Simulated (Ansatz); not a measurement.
Results of r²SCANh (PAW; Ansatz, a quantum-chemistry and plane-wave program) for bcc K.

Numerical settings: plane-wave cutoff 520 eV, 10×10×10 k mesh, Fermi–Dirac smearing 0.05 eV, scalar-relativistic PAW data made under PBE.

Results at a series of volumes:

| V (Å³/atom) | E − E_lowest (meV/atom) | P (GPa) |
|---|---|---|
| 71.371 | 4.67 | 0.291 |
| 73.052 | 2.15 | 0.192 |
| 74.974 | 0.47 | 0.090 |
| 76.290 | 0.00 | 0.027 |
| 78.819 | 0.46 | -0.082 |
| 80.742 | 1.87 | -0.153 |

### Question
Estimate the bulk modulus from the pressures at 76.290 and 78.819 Å³/atom, and compare it with a fit to all energies.

### Answer
B = −V dP/dV. Between V = 76.290 and 78.819 Å³/atom, dP/dV = (-0.082 − (0.027))/(78.819 − 76.290) = -0.0431 GPa per Å³/atom; at the midpoint 77.555 Å³/atom this gives B ≈ 3.34 GPa. The third-order Birch–Murnaghan fit gives V0 = 76.875 Å³/atom, B0 = 3.42 GPa, B′ = 3.7, which lies 2 % above that estimate.

Measured, for comparison: bulk modulus 3.75 GPa (corrected for temperature and zero-point phonon effects; as tabulated in Levämäki et al. (2014), arXiv:1402.3671); equilibrium volume per atom 70.79 Å³/atom (low-temperature or extrapolated to 0 K; zero-point anharmonic expansion removed; as tabulated in Csonka et al. (2009), arXiv:0903.4037). Computed (rounded) less measured: bulk modulus -9 %, equilibrium volume per atom +8.6 %.

Static lattice: no zero-point or thermal effects.

It cost very roughly 30 core-minutes of CPU time.
